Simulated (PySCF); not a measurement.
# LiAl+: from the state search to spectroscopic constants

One job finds the state of LiAl+, follows it along the bond with each method and fits the curves.

Computed with PySCF 2.14.0. Level: Li pcseg-1, Al pcseg-1, no relativity.

### 1 The job

The job is set up so:

```yaml
atoms: Li, Al
charge: 1
basis: Li pcseg-1, Al pcseg-1
Hamiltonian: no relativity
basis_functions: 27
electrons_treated: 15
masses_in_u: 7.0160, 26.9815
levels: PBE0, PBE, r²SCAN, r²SCANh, TPSS, M06-2X, HF, MP2, SCS-MP2, CCSD, CCSD(T)
grid: 80 radial by 434 angular points
occupations: held fixed by the projection of orbital angular momentum
dissociation_limit: Li+ + Al, each in its ground configuration
starting_distance_in_angstrom: 2.580
values_of_2S_to_try: 1, 3
```

Command:

```
$ OMP_NUM_THREADS=1 python dia.py task.json out
```

The runs that follow: First curve: PBE0; Excited determinants; PBE; r²SCAN (meta-GGA); r²SCANh (hybrid meta-GGA); TPSS (meta-GGA); M06-2X (hybrid meta-GGA); UHF (mean field); Correlated methods on the Hartree–Fock reference.

Before running it: what results should come out? Wanted: for each run, Re; ωe; De; μ.

As calculated:

Lowest PBE0 solution found, without spin–orbit coupling: ²Σ⁺ (doublet), unpaired electrons σ ↑. State 2 has its PBE0 minimum 1.02 eV higher. State 3 has its PBE0 minimum 3.85 eV higher. The other levels ran on the lowest alone.

```tsv
level	Re (Å)	ωe (cm⁻¹)	De (eV)	μ (D)
UHF	2.969	252.7	1.15	-6.79
UHF-MP2	2.972	248.7	1.13	n/a
UHF-SCS-MP2	2.973	248.0	1.13	n/a
UHF-CCSD	2.973	247.0	1.14	n/a
UHF-CCSD(T)	2.971	247.7	1.14	n/a
PBE	3.008	227.1	1.24	-6.57
TPSS	2.959	247.4	1.22	-6.70
r²SCAN	2.990	239.6	1.12	-6.86
r²SCANh	2.978	244.3	1.13	-6.84
PBE0	2.965	244.8	1.22	-6.64
M06-2X	2.900	267.8	1.19	-6.41
```

De is counted to Li+ + Al in their ground configurations. A positive dipole points from Li to Al; in an ion it is taken about the centre of mass and does not tell which atom is negative.

Differences from CCSD(T) in the same basis:

```tsv
level	Re (mÅ)	ωe (%)
UHF	-1	+2.0
UHF-MP2	+1	+0.4
UHF-SCS-MP2	+2	+0.1
UHF-CCSD	+2	-0.3
PBE	+37	-8.3
TPSS	-12	-0.1
r²SCAN	+19	-3.2
r²SCANh	+7	-1.3
PBE0	-6	-1.2
M06-2X	-71	+8.2
```

What this shows: Against CCSD(T) in the same basis, the bond length is nearest at UHF and UHF-MP2 (1 mÅ off) and farthest at M06-2X (-71 mÅ); the wavenumber is nearest at UHF-SCS-MP2 and TPSS (0.1 % off) and farthest at PBE (-8.3 %). PBE has the long and soft bond that GGAs tend to give. CCSD(T) in a basis this small is itself some way from its limit, more so than the functionals. Of the levels with a De here, r²SCAN gives the least (1.12 eV) and PBE the most (1.24 eV).

Correlated steps freeze 5 core orbitals.
